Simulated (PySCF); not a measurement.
Compound: isocyanogen, C2N2.
SMILES with atom numbers: `[C-:1]#[N+:2][C:3]#[N:4]`

The closed-shell ground state was solved at several levels (PySCF, density fitting, gas phase, non-relativistic). Geometry: PBE0-D3(BJ)/def2-TZVP; no solvent, vibrations or thermal averaging.

```json
{"level": "KT3/pcSseg-2", "basis functions": "144", "total energy (Eh)": "-188.5607", "HOMO (eV)": "-9.09", "LUMO (eV)": "-3.21", "gap (eV)": "5.88", "dipole (D)": "0.76"}
{"level": "wB97X-D/pcSseg-2", "basis functions": "144", "total energy (Eh)": "-185.6126", "HOMO (eV)": "-12.23", "LUMO (eV)": "-0.42", "gap (eV)": "11.81", "dipole (D)": "0.93"}
{"level": "B97-2/pcSseg-2", "basis functions": "144", "total energy (Eh)": "-185.6141", "HOMO (eV)": "-10.11", "LUMO (eV)": "-2.31", "gap (eV)": "7.80", "dipole (D)": "0.88"}
```

Task: Estimate the row for PBE0/pcSseg-2, a basis of 144 functions; the other rows only guide the guess.

Result: Total energy -185.4652 Eh, HOMO -10.39 eV, LUMO -2.25 eV, gap 8.14 eV, dipole 0.86 D.

Task: Over all these levels, which gives the widest orbital gap and which the narrowest?

Result: wB97X-D/pcSseg-2 (range-separated hybrid) has the widest, 11.81 eV, and KT3/pcSseg-2 (GGA) the narrowest, 5.88 eV. From the narrowest to the widest the HOMO moves by -3.14 eV and the LUMO by +2.79 eV.

Task: In the pcSseg-2 basis, how does the gap go with the fixed share of exact exchange?

Result: KT3 (0 %) 5.88 eV; B97-2 (21 %) 7.80 eV; PBE0 (25 %) 8.14 eV. Each rise in the share widens the gap here.

Task: How far do the dipole and the HOMO energy spread over the levels?

Result: The dipole runs from 0.76 to 0.93 D (mean 0.86 D) and the HOMO from -12.23 to -9.09 eV.

Note: wB97X-D ran without an empirical dispersion term, which enters the total energy and its gradient alone.
